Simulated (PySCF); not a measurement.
Process, species as SMILES: PP (P2H4) + [H][H] (H2) → 2 P (PH3)
B3LYP-D3(BJ)/def2-TZVP geometries, fixed; electronic energies without zero-point terms.

Effect of the grid level at M06-2X/aug-cc-pV(T+d)Z with PySCF, against the last row, where the energy of full hydrogenation is -4.14 kcal/mol. Cost is core time over that of grids.level: 0, rough, on shared machines of one kind.

```tsv
setting	grid points, largest species	largest shift of a total energy (mEh)	shift of the energy of full hydrogenation (kcal/mol)	cost
grids.level: 0	5728	155.623	-0.764	1×
grids.level: 1	22712	-0.649	0.049	2×
grids.level: 2	45344	0.077	0.040	2×
grids.level: 3	77592	0.005	0.006	3×
grids.level: 4	120984	0.001	0.001	5×
grids.level: 5	181336	0.001	-0.001	7×
grids.level: 7	375008	0.000	0.000	10×
```

Within 0.1 kcal/mol in the energy of full hydrogenation: grids.level: 1; grids.level: 2; grids.level: 3; grids.level: 4; grids.level: 5. The largest shift is 155.623 mEh in a total energy and 0.764 kcal/mol in the difference.
